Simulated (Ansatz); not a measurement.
**C₇H₁₆: up Jacob's ladder to CCSD(T)**

How much do the methods differ for C₇H₁₆? The plan is to run it at one geometry with functionals of several rungs and with coupled cluster. The yardstick is the atomisation energy at the CCSD(T) limit.

Computed with Ansatz 0.2.0, Gaussian basis. Level: functionals in def2-TZVPP, the program's frozen cores in correlated methods.

The runs, in order: PBE-D4, r2SCAN-D4, PBE0-D4, B3LYP-D4, ωB97X-V, ωB97M-V, B2PLYP; CCSD(T)/def2-TZVPP; MP2/def2-QZVPP; extrapolation to the limit.

1 further run of the same task is left out (it didn't finish).

### 1 Structure used throughout

All runs share one geometry, relaxed beforehand with PBE0-D4 in a triple-zeta def2 set.

SMILES `CCCCCCC`, 23 atoms, charge 0, spin multiplicity 1.

Atoms are counted from 1 here; the program's logs count them from 0.

Bond lengths: C1–C2 1.519 Å, C1–H8 1.092 Å, C1–H9 1.094 Å, C1–H10 1.094 Å, C2–C3 1.520 Å, C2–H11 1.096 Å, C2–H12 1.096 Å, C3–C4 1.520 Å, C3–H13 1.098 Å, C3–H14 1.096 Å, C4–C5 1.524 Å, C4–H15 1.096 Å, C4–H16 1.096 Å, C5–C6 1.525 Å, C5–H17 1.096 Å, C5–H18 1.096 Å, C6–C7 1.520 Å, C6–H19 1.095 Å and more. Angles: C2–C1–H8 111.7°, C2–C1–H9 111.1°, C2–C1–H10 111.1°, H8–C1–H9 107.7°, H8–C1–H10 107.7°, H9–C1–H10 107.4°, C1–C2–C3 113.1°, C1–C2–H11 109.6°, C1–C2–H12 109.7°, C3–C2–H11 109.1°, C3–C2–H12 109.2°, H11–C2–H12 105.9°, C2–C3–C4 113.1°, C2–C3–H13 109.3°, C2–C3–H14 108.9°, C4–C3–H13 109.4°, C4–C3–H14 110.0°, H13–C3–H14 105.9° and more.

### 2 PBE-D4 (GGA)

in.yaml reads:

```yaml
crystal:
  periodic: [false, false, false]
  atoms:
    - {symbol: C, position_ang: [-1.660370, -1.465450, -2.489330]}
    - {symbol: C, position_ang: [-0.951030, -0.208184, -2.017827]}
    - {symbol: C, position_ang: [-0.057348, -0.444984, -0.811513]}
    - {symbol: C, position_ang: [0.649563, 0.813465, -0.335442]}
    - {symbol: C, position_ang: [1.627668, 0.589726, 0.811824]}
    - {symbol: C, position_ang: [1.016968, 0.017141, 2.086444]}
    - {symbol: C, position_ang: [-0.074915, 0.884927, 2.690298]}
    - {symbol: H, position_ang: [-2.295751, -1.269502, -3.356190]}
    - {symbol: H, position_ang: [-2.294128, -1.879466, -1.699822]}
    - {symbol: H, position_ang: [-0.941714, -2.239859, -2.772502]}
    - {symbol: H, position_ang: [-1.691340, 0.561770, -1.770426]}
    - {symbol: H, position_ang: [-0.349470, 0.204906, -2.835948]}
    - {symbol: H, position_ang: [0.689772, -1.210804, -1.058019]}
    - {symbol: H, position_ang: [-0.662029, -0.865979, 0.000345]}
    - {symbol: H, position_ang: [1.195732, 1.252720, -1.178255]}
    - {symbol: H, position_ang: [-0.099247, 1.560548, -0.047683]}
    - {symbol: H, position_ang: [2.113376, 1.543064, 1.051604]}
    - {symbol: H, position_ang: [2.425613, -0.080326, 0.470754]}
    - {symbol: H, position_ang: [0.621030, -0.984854, 1.890040]}
    - {symbol: H, position_ang: [1.816823, -0.118923, 2.821808]}
    - {symbol: H, position_ang: [-0.938950, 0.971076, 2.026660]}
    - {symbol: H, position_ang: [-0.430831, 0.471520, 3.636774]}
    - {symbol: H, position_ang: [0.290557, 1.897470, 2.886405]}
basis:
  gaussian: {orbitals: def2-TZVPP}
hamiltonian: {xc: pbe, dispersion: d4}
output: {forces: true, orbitals: {seedname: orbitals}}
```

After this run come: r2SCAN-D4 (meta-GGA); PBE0-D4 (hybrid); B3LYP-D4 (hybrid); ωB97X-V (range-separated); ωB97M-V (range-separated); B2PLYP (double hybrid); CCSD(T) in def2-TZVPP; MP2 in def2-QZVPP.

Q: Predict the results of all the runs planned. Wanted: atomisation energy, CCSD(T)/CBS; farthest; mean size of error, hybrid; mean size of error, range-separated; gap, smallest and largest; T1 diagnostic; triples share of the correlation energy.

As calculated:

| quantity | value |
| --- | --- |
| atomisation energy, CCSD(T)/CBS | 9136.3 kJ/mol |
| functionals within 45.7 kJ/mol (0.5 %) | r2SCAN-D4, B3LYP-D4, ωB97X-V, ωB97M-V |
| farthest | PBE-D4 (+144.1 kJ/mol) |
| mean size of error, hybrid | 36.4 kJ/mol |
| mean size of error, range-separated | 17.1 kJ/mol |
| gap, smallest and largest | 7.55 eV (PBE-D4), 13.94 eV (ωB97X-V) |
| T1 diagnostic | 0.0084 |
| triples share of the correlation energy | 3.7 % |

PBE-D4 misses by +144.1 kJ/mol. Double hybrids carry the basis error of their MP2 part in triple zeta, and no dispersion term here, so their miss is partly the set-up's. Misses under about 45.7 kJ/mol are within the doubt on the reference itself, which lacks core-valence correlation, relativity and higher excitations. Hartree-Fock recovers 76 % of the binding; the rest is correlation. Orbital gaps span 7.6 to 13.9 eV; exact exchange widens them.
